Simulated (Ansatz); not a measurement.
How far each method lies from full CI for H2Al–MgH, singlet

Geometry: a PBE0/def2-TZVP stationary point for this spin, not checked as a minimum.

```xyz
5

Al    0.0000    0.0000    1.2766
Mg    0.0000    0.0000   -1.4644
H     0.0000    1.3369    2.1594
H     0.0000   -1.3369    2.1594
H     0.0000    0.0000   -3.1801
```

Basis 6-31G; Ansatz 0.2.0. Correlated methods freeze the noble-gas cores, which leaves 8 electrons in 22 orbitals. R marks a restricted (for open shells ROHF) determinant. Active spaces: valence = (8e, 11o) chosen from the atoms' valence shells; pair = (2e, 2o) about the gap. The metal's outer-core shells are frozen, which leaves out core–valence correlation.

Full CI is exact within this basis and frozen core; it isn't the basis-set limit.

The UHF ⟨S²⟩ is 0.000, the T1 diagnostic (RCCSD) is 0.0145 and the largest doubles amplitude (RCCSD) is 0.056.

| level | E − E(full CI) (kJ/mol) | share of correlation (%) | wall time |
| --- | --- | --- | --- |
| RHF | 214.3 | 0.00 | – |
| RMP2 | 67.7 | 68.39 | – |
| CISD | 14.8 | 93.08 | 0.42 s |
| RCCSD | 4.7 | 97.79 | – |
| RCCSD(T) | 1.7 | 99.21 | 0.27 s |
| BCCD(T) | 1.7 | 99.23 | 0.3 s |
| RCCSDT | 0.2 | 99.89 | – |
| RCCSDT(Q) | 0.1 | 99.96 | 0.72 s |
| RCCSDTQ | 0.0 | 100.00 | 7.5 s |
| CASSCF (pair space) | 173.1 | 19.23 | – |
| NEVPT2 (pair space) | 57.4 | 73.22 | 0.57 s |
| CASSCF (valence space) | 43.3 | 79.79 | – |
| NEVPT2 (valence space) | 14.5 | 93.22 | 6 s |
| MRCISD (valence space) | 1.5 | 99.32 | – |
| MRCISD+Q (valence space) | 0.9 | 99.60 | 12 s |

The correlation energy at full CI, counted from RHF, is -2.221 eV. That run took 53 s on 1 thread of INTEL XEON PLATINUM 8581C, shared host over 13,481,481 determinants.

Times hold each run's SCF and search for its determinant on a shared host, so for small cases they say little of a method's own cost; they ran on 1 thread of INTEL XEON PLATINUM 8581C.

The full-CI state has the irrep A1 of C2v, in the program's axes.

Natural occupations of full CI about the gap: 1.969 1.960 1.959 1.939 0.047 0.030 0.028 0.018 0.014 0.008; effectively unpaired electrons, Σ n²(2−n)², 0.05.
